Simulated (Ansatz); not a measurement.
C4H6O, SMILES `C=CCC=O`, charge 0, multiplicity 1.

(1) Give a relaxed structure at PBE0-D4/def2-TZVP (Ansatz). (Best estimate.)

## Answers

(1) The calculation gave: 
Z-matrix (Å, degrees):
```
C
C 1 1.495
C 1 1.507 2 111.8
H 1 1.091 2 112.2 3 -122.7
H 1 1.100 2 109.4 3 117.2
C 2 1.325 1 124.3 3 119.4
H 2 1.088 1 116.4 3 -59.9
O 3 1.198 1 124.5 2 -131.9
H 3 1.113 1 114.9 2 48.4
H 6 1.084 2 121.4 1 -179.7
H 6 1.085 2 121.5 1 0.6
```
This is one stationary point; other conformers may exist.
